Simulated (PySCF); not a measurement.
# NaP: from constants to spectrum

ROHF-CCSD(T) constants of NaP, ³Σ⁻ (triplet), unpaired electrons π ↑↑ (basis Na x2c-SVPall, P x2c-SVPall; spin-free X2C with a Gaussian nucleus; PySCF 2.14; masses 22.9898 and 30.9738 u):

| Property | Result |
| --- | --- |
| ωe | 247.6 cm⁻¹ |
| ωexe | 1.52 cm⁻¹ |
| Be | 0.17108 cm⁻¹ |
| αe | 0.00146 cm⁻¹ |
| De to Na + P | 0.75 eV |

(1) What force constant and bond length do these constants imply?

(2) Estimate the centrifugal constant D from the Kratzer relation and find the Dunham coefficient a1.

Correlated steps freeze 6 core orbitals. Correlated levels converge slowly with the basis: in double zeta they bind strong bonds too weakly, by up to about 1 eV, and carry superposition errors of some tenths. The state was picked by a PBE0 search and need not be the measured ground state.

## Answers

(1) Reduced mass μred = 13.196 u; k = 5.8918×10⁻⁷·μred·ωe² (u, cm⁻¹, mdyn/Å) = 0.477 mdyn/Å; Re = √(16.8576/(μred·Be)) (u, cm⁻¹, Å) = 2.733 Å.

(2) D = 4Be³/ωe² = 3.27e-07 cm⁻¹; a1 = −1 − αeωe/(6Be²) = -3.06.
